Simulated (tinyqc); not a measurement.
Inside a calculation. Method: LCCD on RHF in the sto-3g basis, for H2O, spin multiplicity 1. One step of it, computed by the program tinyqc.

Task: LCCD: starting amplitudes. t_ij^ab = <ij||ab> / (e_i + e_j - e_a - e_b), whose energy is MP2.

orbital energies (hartree): MO1 -20.240321, MO2 -1.205910, MO3 -0.571958, MO4 -0.411893, MO5 -0.377412, MO6 0.470005, MO7 0.645780

Two-electron integrals over orbitals (pq|rs), unique and non-zero (hartree):
```
(11|11) 4.746155    (21|11) -0.426797   (21|21) 0.060655    (22|11) 1.015964
(22|21) -0.015000   (22|22) 0.720778    (31|11) -0.009383   (31|21) 0.001156
(31|22) -0.000947   (31|31) 0.010186    (32|11) 0.005382    (32|21) -0.000547
(32|22) -0.002960   (32|31) 0.016471    (32|32) 0.134242    (33|11) 0.758658
(33|21) -0.004538   (33|22) 0.614765    (33|31) 0.000297    (33|32) 0.001434
(33|33) 0.596202    (41|11) 0.159582    (41|21) -0.020739   (41|22) 0.012351
(41|31) -0.000690   (41|32) -0.000132   (41|33) 0.005267    (41|41) 0.025171
(42|11) -0.136374   (42|21) 0.007841    (42|22) -0.018835   (42|31) -0.000073
(42|32) -0.001380   (42|33) 0.004662    (42|41) 0.020228    (42|42) 0.130273
(43|11) -0.010441   (43|21) 0.000341    (43|22) -0.004751   (43|31) -0.002192
(43|32) 0.028260    (43|33) -0.002222   (43|41) 0.000554    (43|42) 0.004511
(43|43) 0.051550    (44|11) 0.968838    (44|21) -0.011876   (44|22) 0.673484
(44|31) 0.000025    (44|32) 0.004644    (44|33) 0.571817    (44|41) -0.010027
(44|42) -0.100478   (44|43) -0.004867   (44|44) 0.737861    (51|51) 0.025987
(52|51) 0.033104    (52|52) 0.149323    (53|51) 0.000698    (53|52) 0.002463
(53|53) 0.026341    (54|51) -0.011548   (54|52) -0.042197   (54|53) -0.001316
(54|54) 0.049679    (55|11) 1.115351    (55|21) -0.012071   (55|22) 0.752499
(55|31) -0.000262   (55|32) 0.002708    (55|33) 0.601810    (55|41) 0.004448
(55|42) -0.073746   (55|43) -0.005992   (55|44) 0.709355    (55|55) 0.880159
(61|11) 0.213129    (61|21) -0.031977   (61|22) 0.003110    (61|31) -0.001496
(61|32) -0.001216   (61|33) -0.000019   (61|41) -0.001991   (61|42) -0.019864
(61|43) -0.000400   (61|44) 0.015921    (61|55) 0.005775    (61|61) 0.026239
(62|11) -0.276823   (62|21) 0.006680    (62|22) -0.131305   (62|31) -0.000706
(62|32) -0.005726   (62|33) -0.062381   (62|41) -0.017986   (62|42) -0.029810
(62|43) 0.002231    (62|44) -0.075730   (62|55) -0.145990   (62|61) 0.007545
(62|62) 0.094014    (63|11) -0.029884   (63|21) 0.000595    (63|22) -0.015506
(63|31) -0.002253   (63|32) 0.045282    (63|33) -0.008496   (63|41) -0.000235
(63|42) 0.005137    (63|43) 0.038024    (63|44) -0.009795   (63|55) -0.017033
(63|61) -0.000095   (63|62) 0.007334    (63|63) 0.082735    (64|11) -0.247795
(64|21) 0.002889    (64|22) -0.117527   (64|31) 0.000683    (64|32) 0.005227
(64|33) -0.043974   (64|41) -0.003025   (64|42) 0.032870    (64|43) 0.004990
(64|44) -0.127443   (64|55) -0.136083   (64|61) -0.000152   (64|62) 0.063863
(64|63) 0.013359    (64|64) 0.083822    (65|51) -0.014183   (65|52) -0.054762
(65|53) -0.002657   (65|54) -0.003555   (65|65) 0.035010    (66|11) 0.759775
(66|21) -0.007112   (66|22) 0.583649    (66|31) 0.000781    (66|32) 0.013342
(66|33) 0.546751    (66|41) 0.018361    (66|42) 0.053061    (66|43) 0.009446
(66|44) 0.536834    (66|55) 0.567973    (66|61) -0.007770   (66|62) -0.084898
(66|63) 0.007583    (66|64) -0.045958   (66|66) 0.575618    (71|11) 0.021289
(71|21) -0.003361   (71|22) -0.000225   (71|31) 0.014461    (71|32) 0.022361
(71|33) 0.000723    (71|41) 0.000317    (71|42) -0.001210   (71|43) -0.003250
(71|44) 0.001274    (71|55) 0.000552    (71|61) 0.000800    (71|62) -0.001144
(71|63) -0.002772   (71|64) 0.000802    (71|66) 0.001291    (71|71) 0.020991
(72|11) -0.030143   (72|21) 0.000594    (72|22) -0.014575   (72|31) 0.014616
(72|32) 0.052909    (72|33) -0.003870   (72|41) -0.001160   (72|42) 0.000590
(72|43) -0.027720   (72|44) -0.010266   (72|55) -0.015472   (72|61) -0.001162
(72|62) 0.003296    (72|63) -0.029480   (72|64) 0.007322    (72|66) -0.007761
(72|71) 0.019845    (72|72) 0.068415    (73|11) 0.370053    (73|21) -0.006996
(73|22) 0.162434    (73|31) 0.000084    (73|32) 0.008451    (73|33) 0.088831
(73|41) -0.000217   (73|42) -0.070349   (73|43) -0.001001   (73|44) 0.155346
(73|55) 0.200910    (73|61) 0.005582    (73|62) -0.072107   (73|63) -0.005090
(73|64) -0.089077   (73|66) 0.042021    (73|71) 0.000774    (73|72) -0.009528
(73|73) 0.154187    (74|11) -0.009651   (74|21) 0.000135    (74|22) -0.002544
(74|31) -0.007919   (74|32) -0.069860   (74|33) -0.002705   (74|41) -0.000527
(74|42) -0.000888   (74|43) -0.007238   (74|44) -0.005925   (74|55) -0.004841
(74|61) 0.001131    (74|62) 0.005788    (74|63) -0.052696   (74|64) -0.002708
(74|66) -0.011781   (74|71) -0.011272   (74|72) -0.017541   (74|73) -0.008876
(74|74) 0.065985    (75|51) -0.001401   (75|52) -0.005511   (75|53) 0.023863
(75|54) 0.000556    (75|65) 0.000931    (75|75) 0.025924    (76|11) -0.005234
(76|21) 0.000211    (76|22) 0.001549    (76|31) -0.008173   (76|32) -0.092132
(76|33) -0.002445   (76|41) 0.001190    (76|42) 0.005019    (76|43) -0.057924
(76|44) -0.006661   (76|55) -0.002530   (76|61) -0.000121   (76|62) -0.000842
(76|63) -0.072801   (76|64) -0.006822   (76|66) -0.015861   (76|71) -0.011407
(76|72) 0.001948    (76|73) -0.011550   (76|74) 0.056825    (76|76) 0.115482
(77|11) 0.862105    (77|21) -0.009509   (77|22) 0.616246    (77|31) -0.001768
(77|32) -0.015806   (77|33) 0.587124    (77|41) 0.003577    (77|42) -0.021107
(77|43) -0.011143   (77|44) 0.592791    (77|55) 0.619770    (77|61) 0.004720
(77|62) -0.064229   (77|63) -0.021163   (77|64) -0.052237   (77|66) 0.545516
(77|71) -0.001712   (77|72) -0.007310   (77|73) 0.102916    (77|74) 0.008651
(77|76) 0.015328    (77|77) 0.609854
```

Give: Starting amplitudes; correlation energy.

Result:

Starting amplitudes (spin orbitals 1a, 1b, ...; amplitudes related by a flip of all spins are not repeated; the 24 largest):
```
from      to        t
3a 3b  7a 7b  -0.0633
4a 4b  6a 6b  -0.0475
3a 4b  6b 7a  -0.0424
3a 3b  6a 6b  -0.0397
4a 4b  7a 7b  -0.0312
2a 2b  6a 6b  -0.0280
3a 4b  6a 7b   0.0251
2a 4b  6a 6b  -0.0250
2a 3b  6a 7b   0.0249
5a 5b  6a 6b  -0.0207
2a 2b  7a 7b  -0.0185
3a 4a  6a 7a  -0.0173
2a 3a  6a 7a   0.0147
5a 5b  7a 7b  -0.0127
2a 3b  6b 7a  -0.0102
3a 4b  6a 6b  -0.0069
2a 4b  7a 7b   0.0060
3a 4b  7a 7b   0.0039
2a 3b  7a 7b   0.0031
2a 3b  6a 6b  -0.0027
2a 4b  6b 7a   0.0027
3a 3b  6a 7b   0.0023
2a 4b  6a 7b  -0.0021
4a 4b  6a 7b   0.0014
```

correlation energy = -0.044901 hartree
